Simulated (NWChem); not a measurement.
Basis-set dependence for acetonitrile (C₂H₃N)

```xyz
6

C      0.0096    -1.1749     0.0000
C     -0.0023     0.2783     0.0000
N     -0.0118     1.4351     0.0000
H     -0.5029    -1.5596     0.8932
H     -0.5029    -1.5596    -0.8932
H      1.0441    -1.5468     0.0000
```
Charge 0, spin multiplicity 1.

Program: NWChem. All single points use one geometry, from PBE0/def2-SVP, a minimum by its harmonic frequencies.

Hartree-Fock energies in Ha, correlation energies in mHa.

The correlated methods keep 3 core orbitals frozen. The Pople sets run with spherical d functions. Coupled-cluster values serve here as a point of comparison, not as the truth.

```tsv
basis	functions	RHF	MP2	SCS-MP2	CCSD	CCSD+T(CCSD)	CCSD(T)	CR-CCSD[T]	CR-CCSD(T)
def2-SVP	57	-131.82440	-424.2	-418.4	-445.2	-462.5	-461.6	-458.6	-457.9
6-311G**	72	-131.95816	-448.4	-441.7	-466.8	-487.3	-486.4	-482.6	-481.8
def2-TZVP	111	-131.97605	-506.8	-502.0	-522.4	not run	not run	-542.1	-541.3
```

From 6-311G** to def2-TZVP the Hartree-Fock energy moves by -17.9 mHa and the MP2 correlation energy by -58.4 mHa, which is 12 % of its value in the larger set.
